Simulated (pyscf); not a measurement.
This saddle point was located with ωB97X-D3(BJ)/def2-SVP in PySCF.

```
P
H 1 1.4124
H 1 1.4462 2 97.60
H 1 1.8417 2 81.37 3 147.43
In 4 1.9100 1 85.54 2 111.09
H 5 1.7504 4 134.54 1 88.11
```

Surface: singlet, charge 0. Lowest wavenumbers (cm⁻¹): 1161i, 229, 274, 409, 531.

Problem. What reaction is this the transition state of?

Solution. H₂P–InH₂ <-> PH₃ + InH [singlet], a 1,1-elimination read from left to right: In–P, H–In broken and H–P formed. At CCSD(T)/def2-TZVPP + ΔMP2(QZVPP) it lies +46.3 kcal/mol from the left side and +35.0 kcal/mol from the right (each side as separated species at their lowest minima found). On the product side the descent ends in an adduct with a In–P contact, 9.2 kcal/mol under the separated species and 45.8 kcal/mol under the saddle at ωB97X-D3(BJ)/def2-TZVP. What is counted as broken (In–P) persists as a longer contact in the product adduct; parting that adduct is a step of its own. At ωB97X-D3(BJ) the barrier from the zero used here is 55.7 kcal/mol. This is the saddle that the search found; another between the same sides may lie lower. The CCSD(T) − MP2 part came from Ansatz, without density fitting, on the same reference. The frozen core leaves the outer d or s,p core shells of the metals and heavy elements correlated in the MP2 and CC values, and def2-TZVPP describes them poorly, which can shift differences by a few kcal/mol. Elements past Kr carry the def2 core potentials, without spin-orbit coupling.
